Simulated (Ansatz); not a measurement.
# H2Ge–AsH, triplet in cc-pVDZ: errors against UCCSDT(Q)

Geometry: displaced at random from a stationary point.

```xyz
5

Ge    0.0011   -0.0487    1.2207
As    0.0003    0.0479   -1.2109
H    -1.1963    0.7332    1.7267
H     1.1900    0.6704    1.7565
H    -0.0969   -1.4559   -1.4478
```

Basis cc-pVDZ; Ansatz 0.2.0. Correlated methods freeze the noble-gas cores and the filled d shells of p-block atoms, which leaves 12 electrons in 41 orbitals. Prefix R: restricted or restricted open-shell reference; prefix U: unrestricted. No spin–orbit coupling is included, and no scalar relativity.

Full CI isn't at hand for all of this; UCCSDT(Q) serves as the reference, and is uncertain by the last step of the cluster series or more. The frozen core follows each run's orbitals, which can shift R against U totals by a few meV for light atoms and by up to 0.1 eV past Ca.

```
UHF ⟨S²⟩                          : 2.019
T1 diagnostic (RCCSD)             : 0.0220
largest doubles amplitude (RCCSD) : 0.062
T1 diagnostic (UCCSD)             : 0.0166
```

```
   level  E − E(UHF) (eV)
    UMP2          -4.6322
   UCCSD          -5.6878
UCCSD(T)          -5.8416
```

Estimate how far UCCSDT(Q) in cc-pVDZ lies from UCCSD(T). The table doesn't fix it; the size of (T) and the diagnostics are the guide.

UCCSDT(Q) in cc-pVDZ lies 3.8 kJ/mol below UCCSD(T), which is 26 % of the (T) step (-14.8 kJ/mol). The diagnostics give no warning, yet the rest is a sizeable part of (T).

The other levels:

```
 level  E − E(UCCSDT(Q)) (kJ/mol)  wall time
UCCSDT                        0.8          –
```

Run but not shown, since their state, orbitals or frozen core can't be matched to the reference's or they repeat it: RHF, RMP2, CISD, RCCSD, RCCSD(T), BCCD(T), RCCSDT, RCCSDT(Q).
